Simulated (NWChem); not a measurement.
**triplet SiH4 at 3 levels**

Wanted: a comparison of 3 runs (U-wB97X/cc-pVTZ, UB2PLYP/cc-pVTZ, UCAM-B3LYP/cc-pVTZ) of triplet SiH4. 

The results are computed with NWChem 7.3.0.

1 further run of the same task is left out (it didn't finish).

## Step 1: Starting point

SiH4 has 5 atoms, charge 0, and is taken as a triplet. SMILES of the parent species: `[SiH4]`. The coordinates come from a PBE0-D4/def2-TZVP relaxation. That shape belongs to the parent species and isn't relaxed for this state.

Bond lengths: Si1–H2 1.485 Å, Si1–H3 1.485 Å, Si1–H4 1.485 Å, Si1–H5 1.485 Å. Angles: H2–Si1–H3 109.5°, H2–Si1–H4 109.5°, H2–Si1–H5 109.5°, H3–Si1–H4 109.5°, H3–Si1–H5 109.5°, H4–Si1–H5 109.5°.

## Step 2: A single-point energy at U-wB97X/cc-pVTZ (run 1)

The input, nw.nw:

```
start nw
title "H4Si wB97X"
memory stack 880 mb heap 220 mb global 1100 mb

geometry noautosym nocenter noautoz
Si    0.000000    0.000000   -0.000100
H     0.967600   -0.688400    0.890900
H    -1.331000    0.044900    0.656000
H    -0.105100   -0.740300   -1.282600
H     0.468500    1.383800   -0.264200
end

basis spherical bse
* library cc-pVTZ
end

dft
xc wb97x
mult 3
grid fine
convergence energy 1e-08
iterations 100
mulliken
noprint "final vectors analysis"
end

task dft
```

Launch:

```console
$ nwchem nw.nw > nw.out
```

Standard output:

```text
[...]
          Wavefunction type:  spin polarized.
          No. of atoms     :     5
          No. of electrons :    18
[...]
          Charge           :     0
          Spin multiplicity:     3
[...]
          AO basis - number of functions:    90
[...]
              XC Information
              --------------
                       wb97x  Method XC Functional
                     Hartree-Fock (Exact) Exchange  1.000
                         wb97x Exchange Functional  1.000
                      wb97x Correlation Functional  1.000
[...]
 d= 0,ls=0.0,diis     1   -291.5013394948 -3.13D+02  2.57D-02  7.67D-02     3.9
[...]
 d= 0,ls=0.0,diis    39   -291.5448202137 -3.98D-10  4.02D-06  2.72D-10   145.8
[...]
         Total DFT energy =     -291.544820213731
      One electron energy =     -444.823819785788
           Coulomb energy =      154.275224007379
    Exchange-Corr. energy =      -22.266814245780
 Nuclear repulsion energy =       21.270589810457
[...]
      Total Density - Mulliken Population Analysis
     ---------------------------------------------
    Atom       Charge   Shell Charges
 -----------   ------   -------------------------------------------------------
    1 Si  14    14.46   2.00  1.87  0.20  0.84  0.37  5.52  0.61  1.61  1.08  0.15  0.18  0.02
    2 H    1     0.84   0.22  0.46  0.13  0.00  0.02  0.00
    3 H    1     0.84   0.22  0.46  0.13  0.00  0.02  0.00
    4 H    1     0.93   0.24  0.47  0.21  0.00  0.02  0.00
    5 H    1     0.93   0.24  0.47  0.21  0.00  0.02  0.00
[...]
      <S2> =      2.0220 (Exact =     2.0000)
[...]
```

It took 2.4 min on 1 thread of Intel Xeon 6975P-C (Granite Rapids), shared host; peak memory 0.11 GiB.

## Step 3: A single-point energy at UB2PLYP/cc-pVTZ (run 2)

The input, mol.nw:

```
start mol
memory total 2200 mb

geometry units au noautosym nocenter noautoz
 Si   0.00000000   0.00000000  -0.00018897
 H    1.82849900  -1.30088746   1.68355700
 H   -2.51522547   0.08484870   1.23966034
 H   -0.19861022  -1.39896425  -2.42376273
 H    0.88533669   2.61500301  -0.49926564
end

basis spherical bse
 * library cc-pVTZ
end

dft
 xc hfexch 0.53 becke88 0.47 lyp 0.73 mp2 0.27
 dftmp2 semidirect
 mult 3
 grid fine
 convergence energy 1e-08
 maxiter 100
 mulliken
end

mp2
 freeze core 5
end

task dft energy
```

Launch:

```console
$ nwchem mol.nw > mol.out
```

Standard output:

```text
[...]
          Wavefunction type:  spin polarized.
          No. of atoms     :     5
          No. of electrons :    18
[...]
          Charge           :     0
          Spin multiplicity:     3
[...]
          AO basis - number of functions:    90
[...]
              XC Information
              --------------
                     Hartree-Fock (Exact) Exchange  0.530
                    Becke 1988 Exchange Functional  0.470
              Lee-Yang-Parr Correlation Functional  0.730
[...]
 d= 0,ls=0.0,diis     1   -291.3425455814 -3.13D+02  2.38D-02  6.24D-02     2.1
[...]
 d= 0,ls=0.0,diis    28   -291.3844013731 -4.12D-09  7.62D-06  2.46D-11    44.9
[...]
         Total DFT energy =     -291.384401373121
      One electron energy =     -444.746938120168
           Coulomb energy =      154.213626979555
    Exchange-Corr. energy =      -22.121678517480
 Nuclear repulsion energy =       21.270588284971
[...]
      Total Density - Mulliken Population Analysis
     ---------------------------------------------
    Atom       Charge   Shell Charges
 -----------   ------   -------------------------------------------------------
    1 Si  14    14.37   2.00  1.89  0.19  0.86  0.31  5.51  0.60  1.57  1.13  0.14  0.15  0.02
    2 H    1     0.85   0.22  0.47  0.13  0.00  0.02  0.00
    3 H    1     0.85   0.22  0.47  0.13  0.00  0.02  0.00
    4 H    1     0.97   0.24  0.49  0.21  0.00  0.02  0.00
    5 H    1     0.97   0.24  0.49  0.21  0.00  0.02  0.00
[...]
      <S2> =      2.0386 (Exact =     2.0000)
[...]
  Basis functions       =     90
[...]
```

Wall time 50 s (1 thread of Intel Xeon 6975P-C (Granite Rapids), shared host); peak memory 0.17 GiB.

## Step 4: A single-point energy at UCAM-B3LYP/cc-pVTZ (run 3)

The input, run.nw:

```
start run
title "H4Si CAM-B3LYP"
memory 2200 mb
charge 0

geometry units angstrom noautosym nocenter noautoz
 Si     0.000000     0.000000    -0.000100
 H      0.967600    -0.688400     0.890900
 H     -1.331000     0.044900     0.656000
 H     -0.105100    -0.740300    -1.282600
 H      0.468500     1.383800    -0.264200
end

basis spherical bse
 * library cc-pVTZ
end

dft
 xc xcamb88 1.00 lyp 0.81 vwn_5 0.19 hfexch 1.00
 cam 0.33 cam_alpha 0.19 cam_beta 0.46
 mult 3
 grid fine
 convergence energy 1e-08
 direct
 iterations 100
 mulliken
 print medium
end

task dft energy
```

Launch:

```console
$ nwchem run.nw > run.out
```

Standard output:

```text
[...]
          Wavefunction type:  spin polarized.
          No. of atoms     :     5
          No. of electrons :    18
[...]
          Charge           :     0
          Spin multiplicity:     3
[...]
          AO basis - number of functions:    90
[...]
              XC Information
              --------------
                     Hartree-Fock (Exact) Exchange  1.000
                   CAM-Becke88 Exchange Functional  1.000
                      VWN V Correlation Functional  0.190 local
              Lee-Yang-Parr Correlation Functional  0.810
[...]
 d= 0,ls=0.0,diis     1   -291.5199441176 -3.13D+02  2.51D-02  8.45D-02     3.9
[...]
 d= 0,ls=0.0,diis    37   -291.5629611018  4.98D-09  2.73D-06  2.18D-09   132.8
[...]
         Total DFT energy =     -291.562961101753
      One electron energy =     -444.769369625005
           Coulomb energy =      154.208537477792
    Exchange-Corr. energy =      -22.272718764998
 Nuclear repulsion energy =       21.270589810457
[...]
      Total Density - Mulliken Population Analysis
     ---------------------------------------------
    Atom       Charge   Shell Charges
 -----------   ------   -------------------------------------------------------
    1 Si  14    14.37   2.00  1.86  0.22  0.85  0.31  5.52  0.62  1.56  1.10  0.15  0.16  0.02
    2 H    1     0.87   0.23  0.47  0.15  0.00  0.02  0.00
    3 H    1     0.87   0.23  0.47  0.15  0.00  0.02  0.00
    4 H    1     0.95   0.24  0.47  0.21  0.00  0.02  0.00
    5 H    1     0.95   0.24  0.47  0.21  0.00  0.02  0.00
[...]
      <S2> =      2.0205 (Exact =     2.0000)
[...]
```

Run time: 2.2 min. Hardware: 1 thread of Intel Xeon 6975P-C (Granite Rapids), shared host; peak memory 0.11 GiB.

## Step 5: The series

```csv
run,level,frozen core orbitals,energy (Eh),dipole moment (D),⟨S²⟩,wall time
1,U-wB97X/cc-pVTZ,–,-291.544820,2.57,2.022,2.4 min
2,UB2PLYP/cc-pVTZ,5,-291.431212,2.65,2.039,50 s
3,UCAM-B3LYP/cc-pVTZ,–,-291.562961,2.24,2.021,2.2 min
```

## Step 6: What came out

| quantity | value |
| --- | --- |
| run 3: total energy | -291.56296 Eh |
| run 3: dipole moment | 2.24 D |
| run 3: HOMO energy (highest over α and β) | -2.63 eV |
| run 3: ⟨S²⟩ | 2.021 |

What this shows: The dipole moment (its size) runs from 2.24 D (UCAM-B3LYP/cc-pVTZ) to 2.65 D (UB2PLYP/cc-pVTZ). A double hybrid's value is that of its SCF part. Totals of different functionals can't be ranked against each other. All runs together took 5.5 min, the longest 2.4 min.
